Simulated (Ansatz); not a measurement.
Enthalpy of formation at 298 K: 6 cases among organics with sulfur, in kcal/mol, species as SMILES. Conventions: UHF or UKS for open shells; dispersion terms only where a functional's name holds one; 6-311+G** with 5d, 6d on Na to Ar in Ansatz (a program for electronic structure); non-relativistic; six Cartesian d functions in 6-31G* and its kin unless marked 5d; spin-orbit terms left out. Ab initio and DFT rows: single points at B3LYP-D3(BJ) geometries (Ansatz), with unscaled harmonic terms from B3LYP/6-31G* (Ansatz) at its own minima, enthalpies of formation by atomisation with measured atoms.

Measured values: G2/97 table in ASE (Curtiss et al.); they hold spin-orbit and core effects, anharmonicity and other conformers. 

```tsv
species	atoms	measured	error of PBE/6-31G* (Ansatz)	error of PBE/6-311+G** (Ansatz)	error of B3LYP/STO-3G (Ansatz)	error of r2SCAN-D4/def2-TZVPD (Ansatz + dftd4)	error of wB97X-V/def2-TZVPD (Ansatz)
CS (CH4S) [methanethiol]	6	-5.5	-1.6	0.5	-97.8	0.2	-1.0
C1CS1	7	19.6	-15.3	-9.6	-112.3	-3.5	-2.6
CSC [methylsulfanylmethane]	9	-8.9	-9.1	-2.4	-161.5	-0.4	-1.0
CCS [ethanethiol]	9	-11.1	-6.8	-2.0	-153.1	0.4	-0.5
c1ccsc1	9	27.5	-29.6	-22.3	-141.1	-8.3	0.2
CS(C)=O [methylsulfinylmethane]	10	-36.2	-5.1	3.1	-65.0	-3.5	0.4
```

```tsv
level	cases	mean signed error	mean absolute error	median absolute error	largest absolute error
PBE/6-31G* (Ansatz)	6	-11.25	11.25	7.95	29.6
PBE/6-311+G** (Ansatz)	6	-5.45	6.65	2.75	22.3
B3LYP/STO-3G (Ansatz)	6	-121.80	121.80	126.70	161.5
r2SCAN-D4/def2-TZVPD (Ansatz + dftd4)	6	-2.52	2.72	1.95	8.3
wB97X-V/def2-TZVPD (Ansatz)	6	-0.75	0.95	0.75	2.6
```

PBE/6-31G* lies above in 0 of 6 cases and within 2 kcal/mol in 1; mean signed error -11.25 kcal/mol, mean absolute 11.25 kcal/mol (8.45 over the 2 cases of up to 7 atoms, 12.65 over the larger). These figures hold for the species listed.

How the rows were picked: cases drawn at random among the computed members of the class that have a tabulated value. The batch they came from held 6 cases of this property in the class: 6 with a tabulated value, 0 with clean coupled cluster alone, 0 with neither, which enter no statistics. The levels are drawn from those run on every case listed, the commonest habits more often. No case is left out for the size of its miss. Left out are saddle points of the reference geometry, anions that the best level run finds unbound, excited spin states, species near biochemistry, 298 K rows of species without real B3LYP wavenumbers, cases with under five habitual levels, runs that failed or that the program found above a lower state of the same kind, table entries that another table contradicts, and a share of species set aside by lot.
